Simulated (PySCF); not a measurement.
## Working with the constants of AlN

ROHF-CCSD(T) constants of AlN, ³Π (triplet), unpaired electrons σ ↑, π ↑ (Al def2-TZVPP, N def2-TZVPP; no relativity (PySCF 2.14); masses 26.9815 and 14.0031 u):

```
ωe              : 738.0 cm⁻¹
ωexe            : 5.15 cm⁻¹
Be              : 0.56088 cm⁻¹
αe              : 0.00558 cm⁻¹
D (centrifugal) : 1.3e-06 cm⁻¹
De to Al + N    : 2.26 eV
```

(1) Give the vibrational terms G(v) and spacings up to v = 6.

(2) How well does the Morse estimate ωe²/(4ωexe) reproduce De, and what is D0?

Correlated steps freeze 6 core orbitals. The CCSD T1 diagnostic is raised, a sign that a single reference may not be enough here. The state is the lowest determinant that a PBE0 search found; another state may lie lower at other levels.

Answers

(1) G(v) = ωe(v+½) − ωexe(v+½)².

```
v  G(v) (cm⁻¹)  G(v) − G(v−1)  Bv (cm⁻¹)
0        367.7                    0.5581
1       1095.4          727.7     0.5525
2       1812.8          717.4     0.5469
3       2519.9          707.1     0.5413
4       3216.7          696.8     0.5358
5       3903.2          686.5     0.5302
6       4579.4          676.2     0.5246
```

(2) It gives 3.28 eV, 145 % of the computed De. D0 = De − G(0) = 2.26 − 0.05 = 2.21 eV.
